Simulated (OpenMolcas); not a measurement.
# HF/3-21G (Cholesky decomposition) run of S2F2 (Difluorodisulfane)

What is the vertical electron affinity of S2F2 (Difluorodisulfane) at HF/3-21G (Cholesky decomposition)? 

The calculation is run with OpenMolcas 26.06.

### 1 The structure to begin with

The species is S2F2 (4 atoms), meant as a singlet with charge 0. SMILES: `FSSF`. The shape is that of a GFN2-xTB optimisation.

Bond lengths: F1–S2 1.695 Å, S2–S3 1.921 Å, S3–F4 1.694 Å. Angles: F1–S2–S3 106.1°, S2–S3–F4 105.9°.

### 2 A single-point energy at HF/3-21G (Cholesky decomposition)

Input file job.input:

```
* F2S2 Hartree-Fock

&GATEWAY
  BasLib=$CurrDir
  Coord
  4
  bohr
  F     -3.41537761    -0.41893338    -1.18648344
  S     -0.86766775     1.52215550    -1.17854659
  S      1.99475710    -0.57358857    -0.41158235
  F      2.28826936    -0.52961464     2.77661239
  Basis=3-21G
  Group=NoSym

&SEWARD
  Medium

&SCF
  PrOrbitals=1 1
```

The basis set 3-21G is read from a file made from the Basis Set Exchange's data (not shown).

Launch:

```bash
$ export MOLCAS_MEM=1860
$ pymolcas job.input > job.log
```

Output:

```text
--- Start Module: gateway ---
[...]
--- Stop Module: gateway /rc=_RC_ALL_IS_WELL_ ---
--- Start Module: seward ---
[...]
      Basis functions           44
--- Stop Module: seward /rc=_RC_ALL_IS_WELL_ ---
--- Start Module: scf ---
[...]
       Convergence after  14 Iterations
[...]
::    Total SCF energy                               -988.7966949123
[...]
      Total spin, S                                     0.0000000000
[...]
      Total electronic charge=   50.000000
      Total            charge=   -0.000000
[...]
      Dipole Moment (debye):
      Origin of the operator (angstrom)=    0.0759    0.0639   -0.1071
                   X=  1.0570E+00               Y=  8.8403E-01               Z= -1.4883E+00           Total=  2.0283E+00
      Quadrupole Moment (debye*angstrom):
[...]
--- Stop Module: scf /rc=_RC_ALL_IS_WELL_ ---
[...]
```

Run time: 1.8 s. Hardware: 1 thread of Arm Neoverse V2, shared host; peak memory 0.088 GiB.

### 3 The doublet anion

Input file job.inp:

```
>>> EXPORT MOLCAS_PRINT=2

&GATEWAY
  BasLib
  $CurrDir
  Coord
  4
  bohr
  F     -3.41537761    -0.41893338    -1.18648344
  S     -0.86766775     1.52215550    -1.17854659
  S      1.99475710    -0.57358857    -0.41158235
  F      2.28826936    -0.52961464     2.77661239
  Basis
  3-21G
  Group
  NoSym

&SEWARD
  Medium

&SCF
  UHF
  Charge
  -1
  Spin
  2
  PrOrbitals
  1 1
```

The basis set 3-21G is read from a file made from the Basis Set Exchange's data (not shown).

Launch:

```bash
$ export MOLCAS_MEM=1860
$ pymolcas job.inp > job.log
```

Output:

```text
--- Start Module: gateway ---
[...]
--- Stop Module: gateway /rc=_RC_ALL_IS_WELL_ ---
--- Start Module: seward ---
[...]
      Basis functions           44
--- Stop Module: seward /rc=_RC_ALL_IS_WELL_ ---
--- Start Module: scf ---
[...]
       Convergence after  63 Iterations
[...]
::    Total SCF energy                               -988.7374292443
[...]
      Total spin, S                                     0.5350181434
[...]
      Total electronic charge=   51.000000
      Total            charge=   -1.000000
[...]
      Dipole Moment (debye):
      Origin of the operator (angstrom)=    0.0759    0.0639   -0.1071
                   X=  7.7625E-01               Y=  6.6767E-01               Z= -1.1157E+00           Total=  1.5143E+00
      Center of Charge (angstrom)
[...]
--- Stop Module: scf /rc=_RC_ALL_IS_WELL_ ---
[...]
```

It took 5.1 s on 1 thread of Arm Neoverse V2, shared host; peak memory 0.088 GiB.

### 4 Outcome

Level: HF/3-21G (Cholesky decomposition).

| quantity | value |
| --- | --- |
| singlet S2F2: total energy | -988.79669 Eh |
| singlet S2F2: dipole moment | 2.03 D |
| singlet S2F2: HOMO energy | -11.94 eV |
| singlet S2F2: LUMO energy | 2.44 eV |
| singlet S2F2: HOMO–LUMO gap | 14.38 eV |
| doublet anion: total energy | -988.73743 Eh |
| doublet anion: HOMO energy (highest over α and β) | 0.77 eV |
| doublet anion: LUMO energy (lowest over α and β) | 8.55 eV |
| doublet anion: ⟨S²⟩ | 0.821 |
| vertical electron affinity (to the doublet anion) | -1.613 eV |

What this shows: The anion lies 1.61 eV (37 kcal/mol) above the neutral: the electron isn't bound at this level, and such a value depends on the basis. Without diffuse functions anions come out too high. Hartree–Fock misses the correlation that binds many anions. The HOMO (doublet anion) lies at positive energy, 0.77 eV: the electron is unbound at this level or held by a compact basis; values depend on the basis.
